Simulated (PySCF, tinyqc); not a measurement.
Inside a calculation. Method: RHF in the sto-3g basis, for LiH, spin multiplicity 1. The lowest restricted solution is unstable here: a spin-polarised one lies 0.0028 hartree lower (PySCF). Computed by tinyqc, a small Python program that keeps every step (integrals from PySCF). Settings: charge = 0, multiplicity = 1, basis = sto-3g, energy threshold = 1e-10, iteration cap = 54, orthogonalisation = symmetric, start = highest core orbitals, DIIS depth = 0, damping = 0.3, shift = 0.5, method = RHF. Command: `OMP_NUM_THREADS=1 python tinyqc.py 26493 26494 out.jsonl` (the two numbers bound the seeds that draw the settings). One thread of a shared host (Intel(R) Xeon(R) Processor @ 2.60GHz), about 0.07 s of CPU time with the checks.

Geometry (angstrom):
```
atom         x         y         z
Li    0.000000  0.000000  0.000000
H     0.000000  0.000000  2.155000
```

Stop when the energy changes by less than 1e-10 hartree and every element of the error matrix X^T (F D S - S D F) X is below 3e-06.

Course of the cycle:
```
iteration  E (hartree)     change  largest element of the error matrix
1          -1.79477038          -                             1.27e-01
2          -5.77311094  -3.98e+00                             9.73e-02
3          -6.85060143  -1.08e+00                             1.59e-01
4          -7.24639624  -3.96e-01                             1.97e-01
5          -7.42372023  -1.77e-01                             1.71e-01
6          -7.50711644  -8.34e-02                             1.41e-01
7          -7.55693781  -4.98e-02                             1.26e-01
8          -7.59591235  -3.90e-02                             1.21e-01
9          -7.63042370  -3.45e-02                             1.19e-01
10         -7.66145178  -3.10e-02                             1.17e-01
11         -7.68868220  -2.72e-02                             1.13e-01
12         -7.71185776  -2.32e-02                             1.07e-01
13         -7.73108509  -1.92e-02                             9.95e-02
14         -7.74676490  -1.57e-02                             9.09e-02
...                ...        ...                                  ...
41         -7.81323372  -3.68e-05                             4.04e-03
42         -7.81326216  -2.84e-05                             3.55e-03
43         -7.81328411  -2.20e-05                             3.12e-03
44         -7.81330103  -1.69e-05                             2.74e-03
45         -7.81331405  -1.30e-05                             2.40e-03
46         -7.81332407  -1.00e-05                             2.11e-03
47         -7.81333177  -7.70e-06                             1.85e-03
48         -7.81333768  -5.91e-06                             1.62e-03
49         -7.81334222  -4.54e-06                             1.42e-03
50         -7.81334570  -3.48e-06                             1.24e-03
51         -7.81334837  -2.67e-06                             1.09e-03
52         -7.81335041  -2.04e-06                             9.51e-04
53         -7.81335198  -1.57e-06                             8.32e-04
54         -7.81335318  -1.20e-06                             7.28e-04
```

Can the last value be used, and what does the course show?

Not by the stop rule, although the second column moves by less than 1e-05 over the last three steps. Not converged within the cap of 54 iterations: the residual falls steadily but slowly, by a factor of about 0.88 a step. Reruns (cap 100 unless said): DIIS 8: converged in 21; damping 0.5: not converged; level shift 0.5: converged in 65; atomic densities as start, DIIS 8: converged in 8; the original settings with a cap of 400: converged in 95. PySCF RHF in the same basis = -7.81335708 hartree.
